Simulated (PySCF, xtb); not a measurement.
chlorine (Cl2), SMILES ClCl.

GFN2-xTB in xtb at its own geometry gives an orbital gap of 3.37 eV and a dipole moment of 0.00 D.

Geometry: B3LYP-D3(BJ)/def2-TZVPD.

Task: What does PBE/def2-TZVPD run with PySCF give? (Estimate from the structure and the level; the computed values follow.)

Result: gap 2.93 eV (levels -7.36 and -4.44 eV), dipole 0.00 D.
